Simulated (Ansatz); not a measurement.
# CH6FSi: the cost of one run

Program: Ansatz 0.2.0. Level of theory: UKS revPBE/6-31G*. These are calculated values, not measurements.

**1. The structure to begin with**

Bond lengths: Si1–H3 1.460 Å, Si1–C4 1.869 Å, C4–H5 1.110 Å, C4–H6 1.110 Å, C4–H7 1.110 Å, Si1–H8 1.459 Å. Angles: H3–Si1–C4 109.5°, H3–Si1–H8 109.5°, C4–Si1–H8 109.5°, Si1–C4–H5 109.5°, Si1–C4–H6 109.5°, Si1–C4–H7 109.5°, H5–C4–H6 109.4°, H5–C4–H7 109.4°, H6–C4–H7 109.4°.

As a file:

```xyz
9

Si    0.0000    0.0000    0.0000
H     0.0000    0.0000    1.7100
H     1.3768    0.0000   -0.4862
C    -0.8808    1.5259   -0.6227
H    -1.9334    1.2723   -0.8671
H    -0.8624    2.3106    0.1622
H    -0.3704    1.9025   -1.5336
H    -0.6877   -1.1914   -0.4862
F     0.0000    0.0000    2.9300
```

**2. Pulling towards end A**

Springs on the bonds that form and break draw the guess towards this end; the thresholds are loose.

Input file input.yaml:

```yaml
crystal:
  periodic: [false, false, false]
  atoms:
    - { symbol: Si, position_ang: [0.0, 0.0, 0.0] }
    - { symbol: H, position_ang: [0.0, 0.0, 1.71] }
    - { symbol: H, position_ang: [1.3768, 0.0, -0.4862] }
    - { symbol: C, position_ang: [-0.8808, 1.5259, -0.6227] }
    - { symbol: H, position_ang: [-1.9334, 1.2723, -0.8671] }
    - { symbol: H, position_ang: [-0.8624, 2.3106, 0.1622] }
    - { symbol: H, position_ang: [-0.3704, 1.9025, -1.5336] }
    - { symbol: H, position_ang: [-0.6877, -1.1914, -0.4862] }
    - { symbol: F, position_ang: [0.0, 0.0, 2.93] }
magnetization:
  spin_polarized: true
  initial_magnetization: 1
basis:
  gaussian: { orbitals: "6-31G*" }
hamiltonian:
  xc: revpbe
relax:
  f_tol: 0.15
  max_steps: 25
  restrain:
    - { distance: [1, 8], at: 2.12, k: 30.0 }
    - { distance: [0, 1], at: 1.46, k: 30.0 }
output:
  orbitals: {}
```

Started as:

```
$ ansatz run input.yaml --threads 1 --pin off --max-ram 2048MiB --backend cpu --events-out ev --progress --plain --runs-dir out
```

**Question.** How long does this run take on 1 thread of Arm Neoverse V1, shared host, and how much memory does it need?

About 80 s, with a peak of 0.15 GiB.
